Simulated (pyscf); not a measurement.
H₃Si–SiH₂–PH₂ + H₂ → H₃Si–PH₂ + SiH₄, a four-centre exchange (singlet surface; Si–Si, H–H broken, H–Si, H–Si formed). Single points on ωB97X-D3(BJ)/def2-SVP structures (PySCF, gas phase). Energies in kcal/mol from the separated reactants.

AM1 to PM7: differences of heats of formation from MOPAC, which are fitted to 298 K values and so differ in kind from electronic energies by zero-point and thermal terms. 

### Question
In single points PM3 puts the saddle at 70.3 kcal/mol and the reaction energy at +19.8 kcal/mol. Should these be trusted to within a few kcal/mol? Compare with ωB97M-D3(BJ)/def2-TZVP.

### Answer
ωB97M-D3(BJ)/def2-TZVP gives ΔE‡ = 65.2 kcal/mol and ΔE = -5.2 kcal/mol. PM3 lies 5.1 kcal/mol over it in the barrier and 25.0 kcal/mol over it in the reaction energy, so on this step it does not hold to within 3.0 kcal/mol. ωB97M-D3(BJ)/def2-TZVP has limits of its own. At the saddle there is also a short H–Si contact that neither side keeps. H₃Si–SiH₂–PH₂ lies 5.7 kcal/mol over its isomer H₃Si–PH–SiH₃ (electronic energy, ωB97M-D3(BJ)/def2-TZVP). This is the saddle that the search found; another between the same sides may lie lower.
